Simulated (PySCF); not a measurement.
# C₃H₄FN: NMR shifts and spin-spin couplings

What NMR shifts and spin-spin couplings should C₃H₄FN (`FCC1=NC1`) show?

Programs: PySCF 2.14.0, with density-fitted response routines of our own. Each step states its level of theory. These are calculated values for one molecule in the gas phase, unless marked as measured. Atoms are numbered from 0 throughout.

## Step 1: The molecule as given

9 atoms, charge 0, multiplicity 1; geometry from: GFN2-xTB, dihedral held. The dihedral F0–C1–C2–C4 is held at 120°.

Bonds of the start (Å): F0–C1 1.37, C1–C2 1.47, C2–N3 1.25, N3–C4 1.50, C4–C2 1.45, C1–H5 1.10, C1–H6 1.10, C4–H7 1.08, C4–H8 1.08.

## Step 2: Shielding tensors: PBE0/pcSseg-1

The job: settings as JSON, then the geometry in Å.

```
{"job": {"kind": "nmr", "xc": "PBE0", "basis": "pcSseg-1", "pop": true}, "charge": 0, "multiplicity": 1}
F      1.458615     0.525308     1.249802
C      1.294295    -0.220163     0.110077
C     -0.113666    -0.215914    -0.313089
N     -1.306760    -0.385650     0.031123
C     -1.064004     0.119531    -1.361913
H      1.616645    -1.243755     0.343720
H      1.943078     0.220227    -0.656601
H     -1.317602     1.151744    -1.560356
H     -1.236889    -0.573990    -2.173355
```

With the program's defaults for keys left out, this is: GIAO PBE0/pcSseg-1 NMR shielding, non-relativistic, gas phase.

**Question.** This job is followed by: B3LYP/pcJ-1 indirect spin-spin coupling, non-relativistic, gas phase. Predict these results of the whole session: 13C shifts against TMS (PBE0/pcSseg-1); 1H shifts against TMS (PBE0/pcSseg-1); 19F shifts against CFCl3 (PBE0/pcSseg-1); 15N shifts against NH3 (PBE0/pcSseg-1); largest coupling of the table (B3LYP/pcJ-1).

The runs gave:

| quantity | value |
| --- | --- |
| 13C shifts against TMS (PBE0/pcSseg-1) | 177.0, 79.4, 19.5 ppm |
| 1H shifts against TMS (PBE0/pcSseg-1) | 6.26, 6.10, 1.32, 1.21 ppm |
| 19F shifts against CFCl3 (PBE0/pcSseg-1) | -257.8 ppm |
| 15N shifts against NH3 (PBE0/pcSseg-1) | 346.0 ppm |
| largest coupling of the table (B3LYP/pcJ-1) | 1J(F,C) F0–C1, -234.6 Hz |

Shifts at one fixed geometry are not the observed spectrum, which averages over the motion. The geometry holds a dihedral fixed, so it need not be a minimum. At PBE0/pcSseg-1: Shielding is most anisotropic at N3 (span 712 ppm, paramagnetic term -404 ppm). Of the pairs tabulated at B3LYP/pcJ-1, F0–C1 couples most strongly (-234.6 Hz; Fermi contact -289.1 Hz).
